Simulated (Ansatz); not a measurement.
Geometry optimisation, Ansatz 0.2.0, RKS PBE/def2-mTZVP.

The input (input.yaml):

```yaml
crystal:
  periodic: [false, false, false]
  atoms:
    - { symbol: B, position_ang: [0.0, 0.0, 0.0] }
    - { symbol: H, position_ang: [0.0, 0.0, 1.19] }
    - { symbol: F, position_ang: [1.1431, 0.0, -0.66] }
    - { symbol: "N", position_ang: [-1.3423, 0.0, -0.775] }
    - { symbol: H, position_ang: [-2.0112, -0.8164, -0.6764] }
    - { symbol: H, position_ang: [-1.5914, 0.8164, -1.4036] }
basis:
  gaussian: { orbitals: def2-mTZVP }
hamiltonian:
  xc: pbe
relax:
  f_tol: 0.02
  max_steps: 40
```

Run as:

```bash
$ ansatz run input.yaml --threads 1 --pin off --max-ram 2048MiB --backend cpu --events-out ev --progress --plain --runs-dir out
```

Q: Where does it end, and by what steps?

A: It converged. After 6 steps the energy has fallen by 1.158 eV; H6 moved furthest, 0.58 Å.

```csv
step,energy less start (eV),largest force component (eV/Å),accepted
0,0.0000,3.309,yes
1,-0.5828,1.766,yes
2,-0.9322,1.165,yes
3,-1.1483,0.314,yes
4,-1.1577,0.083,yes
5,-1.1583,0.053,yes
6,-1.1583,0.009,yes
```

```xyz
6
Properties=species:S:1:pos:R:3
B -0.069 -0.018 -0.029
H 0.000 -0.451 1.089
F 1.051 0.467 -0.615
N -1.276 -0.003 -0.737
H -2.145 -0.353 -0.347
H -1.363 0.358 -1.685
```

Whether the end is a true minimum wasn't checked by a vibrational analysis.

Run time: 10 s on 1 thread of Arm Neoverse V2 (shared host), peak memory 0.13 GiB.
